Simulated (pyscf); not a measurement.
Single points on ωB97X-D3(BJ)/def2-SVP structures (PySCF, gas phase).

### Question
For `[F][SiH2][O][SiH2][Cl]` + `[H][H]` → `[F][SiH2][O][SiH3]` + `[ClH]`, a four-centre exchange (singlet surface; Cl–Si, H–H broken, H–Si, Cl–H formed), PBE/def2-TZVP gives ΔE‡ = 47.8 kcal/mol and ΔE = +20.9 kcal/mol (zero: the separated reactants). In which direction and how far do r²SCAN/def2-TZVP, B3LYP-D3(BJ)/def2-TZVP, ωB97M-D3(BJ)/def2-TZVP move these?

### Answer
r²SCAN: ΔE‡ = 50.7 kcal/mol, ΔE = +23.0 kcal/mol; B3LYP-D3(BJ): ΔE‡ = 53.0 kcal/mol, ΔE = +21.8 kcal/mol; ωB97M-D3(BJ): ΔE‡ = 54.1 kcal/mol, ΔE = +21.5 kcal/mol. PBE's barrier lies under all of them, by 2.9 to 6.3 kcal/mol. Its reaction energy lies under all of them, by 0.5 to 2.0 kcal/mol. On the product side the descent ends in a complex (not fully relaxed), 4.4 kcal/mol under the separated species and 35.7 kcal/mol under the saddle at ωB97X-D3(BJ)/def2-TZVP. This is the saddle that the search found; another between the same sides may lie lower.
